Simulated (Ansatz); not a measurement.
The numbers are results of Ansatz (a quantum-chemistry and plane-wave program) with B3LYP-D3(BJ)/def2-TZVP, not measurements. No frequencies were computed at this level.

Ansatz 0.2 input:
```yaml
crystal:
  periodic: [false, false, false]
  atoms:
    - { symbol: O, position_ang: [-1.312403, -0.507469, -1.010644] }
    - { symbol: C, position_ang: [-0.710834, -0.265186, -0.00452] }
    - { symbol: C, position_ang: [0.710834, 0.265186, 0.00452] }
    - { symbol: O, position_ang: [1.312403, 0.507469, 1.010644] }
    - { symbol: H, position_ang: [-1.137757, -0.40626, 1.004509] }
    - { symbol: H, position_ang: [1.137757, 0.40626, -1.004509] }
basis:
  gaussian: { orbitals: def2-tzvp }
hamiltonian:
  xc: b3lyp
  dispersion: d3bj
relax:
  max_steps: 150
```

Output:

```
Functional definition: B3LYP
750 factors; their error is unknown
mean field evaluation 1: about -6197.2037 eV, gradient 5.4e1 eV
mean field evaluation 2: about -6188.1895 eV, gradient 9.0e1 eV
mean field evaluation 4: about -6201.9853 eV, gradient 2.5e0 eV
mean field evaluation 8: about -6202.0009 eV, gradient 9.8e-2 eV
mean field evaluation 16: about -6202.0009 eV, gradient 4.6e-5 eV
mean field -6202.00087949 eV, -227.9193284542 hartree, gradient 4.2e-5 eV, S^2 0.000000; 0 other end points of the search recorded, 0 dependent functions left out
reference -6202.00109825 eV, -227.9193364934 hartree; 15, 15 occupied and 121, 121 virtual orbitals, 750 factors
relax step   1: F+E_penalty+E_count = -6202.14573689 eV  Δ(F+E_penalty+E_count) = +0.000e0 eV  max|allowed force component| = 6.355e-1 eV/Å  Δτ_max = 0.0000 Å  (31 SCF iters, accepted)
these checks for a lower state are left out or cut short: starts, cluster_reference, orbital_swaps, neighbouring_geometries, increment
750 factors; their error is unknown
mean field -6202.00979933 eV, -227.9196562522 hartree, gradient 1.7e-5 eV, S^2 0.000000; 0 other end points of the search recorded, 0 dependent functions left out
reference -6202.01001777 eV, -227.9196642797 hartree; 15, 15 occupied and 121, 121 virtual orbitals, 750 factors
relax step   2: F+E_penalty+E_count = -6202.15462210 eV  Δ(F+E_penalty+E_count) = -8.885e-3 eV  max|allowed force component| = 1.818e-1 eV/Å  Δτ_max = 0.0124 Å  (32 SCF iters, accepted)
these checks for a lower state are left out or cut short: starts, cluster_reference, orbital_swaps, neighbouring_geometries, increment
750 factors; their error is unknown
mean field evaluation 32: about -6202.0104 eV, gradient 1.9e-5 eV
mean field -6202.01035395 eV, -227.9196766342 hartree, gradient 1.9e-5 eV, S^2 0.000000; 0 other end points of the search recorded, 0 dependent functions left out
reference -6202.01057228 eV, -227.9196846576 hartree; 15, 15 occupied and 121, 121 virtual orbitals, 750 factors
relax step   3: F+E_penalty+E_count = -6202.15517961 eV  Δ(F+E_penalty+E_count) = -5.575e-4 eV  max|allowed force component| = 4.012e-2 eV/Å  Δτ_max = 0.0028 Å  (33 SCF iters, accepted)
these checks for a lower state are left out or cut short: starts, cluster_reference, orbital_swaps, neighbouring_geometries, increment
750 factors; their error is unknown
mean field -6202.01040796 eV, -227.9196786189 hartree, gradient 1.8e-5 eV, S^2 0.000000; 0 other end points of the search recorded, 0 dependent functions left out
reference -6202.01062628 eV, -227.9196866421 hartree; 15, 15 occupied and 121, 121 virtual orbitals, 750 factors
relax step   4: F+E_penalty+E_count = -6202.15524534 eV  Δ(F+E_penalty+E_count) = -6.574e-5 eV  max|allowed force component| = 1.960e-2 eV/Å  Δτ_max = 0.0013 Å  (33 SCF iters, accepted)
these checks for a lower state are left out or cut short: starts, cluster_reference, orbital_swaps, neighbouring_geometries, increment
750 factors; their error is unknown
mean field -6202.01041652 eV, -227.9196789334 hartree, gradient 1.8e-5 eV, S^2 0.000000; 0 other end points of the search recorded, 0 dependent functions left out
reference -6202.01063484 eV, -227.9196869566 hartree; 15, 15 occupied and 121, 121 virtual orbitals, 750 factors
relax step   5: F+E_penalty+E_count = -6202.15525331 eV  Δ(F+E_penalty+E_count) = -7.964e-6 eV  max|allowed force component| = 9.885e-4 eV/Å  Δτ_max = 0.0002 Å  (33 SCF iters, accepted)
750 factors; their error is unknown
mean field evaluation 64: about -6202.0104 eV, gradient 9.7e-2 eV
mean field -6202.01041652 eV, -227.9196789334 hartree, gradient 1.8e-5 eV, S^2 0.000000; 1 other end points of the search recorded, 0 dependent functions left out
reference -6202.01063484 eV, -227.9196869566 hartree; 15, 15 occupied and 121, 121 virtual orbitals, 750 factors
Total energy: -6202.15547163 eV, -227.9250096104 hartree
Atom 0 at    -1.304494    -0.504563    -1.011847 Å, force     0.000366     0.000130    -0.000040 eV/Å
Atom 1 at    -0.713854    -0.266085     0.006141 Å, force     0.000258     0.000099    -0.000988 eV/Å
Atom 2 at     0.713854     0.266085    -0.006141 Å, force    -0.000258    -0.000099     0.000988 eV/Å
Atom 3 at     1.304494     0.504563     1.011847 Å, force    -0.000366    -0.000130     0.000040 eV/Å
Atom 4 at    -1.146981    -0.409540     1.014365 Å, force     0.000015     0.000017     0.000968 eV/Å
Atom 5 at     1.146981     0.409540    -1.014365 Å, force    -0.000015    -0.000017    -0.000968 eV/Å
Dipole moment:    -0.000000     0.000000     0.000000 e Å
```

Cost: roughly 9 core-seconds.
